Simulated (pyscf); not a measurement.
Thermochemistry of product channels of Cl–SnH(Cl)–Cl + hydrogen fluoride (HF) on the singlet surface, in kcal/mol, from ωB97M-D3(BJ)/def2-TZVP energies (ideal gas, 1 atm, RRHO with modes under 100 cm⁻¹ raised to 100, one conformer, R ln 2 for chiral ones without a mode under 150 cm⁻¹). PySCF, gas phase, ωB97X-D3(BJ)/def2-SVP geometries.

```csv
products,ΔE,ΔH(298 K),ΔG(900 K),ΔG(1200 K)
hydrogen chloride (HCl) + F–SnH(Cl)–Cl,+6.8,+5.5,+3.2,+2.4
F–Sn(Cl)(Cl)–Cl + hydrogen (H₂),-5.0,-7.1,-3.6,-2.9
```

These are energies of the channels, which say nothing of barriers. Elements past Kr carry the def2 core potentials, without spin-orbit coupling.
